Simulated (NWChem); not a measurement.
Total energies of methylamine (CH5N)

```
C
H 1 1.1017
H 1 1.1017 2 106.33
H 1 1.1109 2 107.02 3 114.13
N 1 1.4464 2 109.84 3 -118.80
H 5 1.0177 1 110.59 2 -63.08
H 5 1.0177 6 106.10 1 119.97
```
Charge 0, spin multiplicity 1.

All runs are NWChem calculations. The geometry was optimised at PBE0/def2-SVP, a minimum by its harmonic frequencies.

Basis set: 3-21G (28 functions).

```tsv
method	total energy (Ha)
RHF	-94.67904
MP2	-94.87984
B2PLYP	-95.16735
PBE	-95.18735
B3LYP	-95.32268
CAM-B3LYP	-95.26418
CCSD(T)	-94.90952
```

Total energies of different functionals aren't comparable as a measure of quality: only differences taken within one method are. 

The correlated methods keep 2 core orbitals frozen. B3LYP has NWChem's definition, with VWN1-RPA local correlation. Coupled-cluster values serve here as a point of comparison, not as the truth.
